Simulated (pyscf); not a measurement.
This saddle point was located with ωB97X-D3(BJ)/def2-SVP in PySCF.

```xyz
9

N      0.4594    -0.3724    -0.2264
B     -0.6828     0.0059     0.4940
Cl    -0.3393    -0.1632     2.7892
Cl    -2.2698    -0.7429     0.1894
H      1.3432     0.0926    -0.0566
H      0.5619    -1.3341    -0.5257
O     -0.7701     1.4914     0.8341
H     -0.6108     1.2337     1.9004
H     -1.6839     1.7970     0.7149
```
Charge 0, spin multiplicity 1.

Surface: singlet, charge 0. Lowest wavenumbers (cm⁻¹): 636i, 147, 244, 309, 320.

Task: Name the species on either side of this saddle.

Result: H₂N–B(Cl)–Cl + H₂O ⇌ H₂N–B(OH)–Cl + HCl, a four-centre exchange read from left to right: B–Cl, H–O broken and B–O, Cl–H formed. At ωB97M-D3(BJ)/def2-TZVP it lies +0.63 eV from the left side and +1.08 eV from the right (each side as separated species at their lowest minima found). On the product side the descent ends in a complex, 0.26 eV under the separated species and 1.32 eV under the saddle at ωB97X-D3(BJ)/def2-TZVP. The reactants may also form a dative adduct at H₂N–B(Cl)–Cl; it and routes through it were not searched. One saddle was located; it need not be the lowest between these sides.
